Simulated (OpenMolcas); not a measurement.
# Predicting a hybrid from its neighbours: C2H8N2

C2H8N2 has 12 atoms, charge 0, and is taken as a singlet. As SMILES, `CN(C)N`. The coordinates come from a PBE0-D4/def2-TZVP relaxation. This is a higher conformer, about 14 kJ/mol above the lowest found by a separate search.

The HOMO–LUMO gap y, in eV, basis 6-31G(d); a is the functional's share of exact exchange. Programs: OpenMolcas 26.06.

| functional | program | a | y (eV) |
| --- | --- | --- | --- |
| TPSS | OpenMolcas | 0 | 5.69 |
| r2SCAN | OpenMolcas | 0 | 6.14 |
| B3LYP | OpenMolcas | 0.2 | 7.12 |
| PBE0 | OpenMolcas | 0.25 | ? |
| BHLYP | OpenMolcas | 0.5 | 10.06 |

**Question.** Fit y = c + s·a to the known rows and predict PBE0.

**Answer.** 
1. Means of the 4 rows: a = 0.1750, y = 7.253.
2. Σ(Δa)² = 0.1675, Σ(Δa·Δy) = 1.3773, so the slope is 1.3773/0.1675 = 8.2227.
3. Intercept: 7.253 − (8.2227) × 0.1750 = 5.814. The largest residual of the fit is 0.34.
4. PBE0: 5.814 + (8.2227) × 0.25 = 7.87 eV.

The run gave 7.75 eV, so the prediction is off by +0.12 eV, within the scatter of the fit. Exact exchange lowers occupied levels and raises empty ones. The rows mix families of semi-local functionals, which the line can't see.
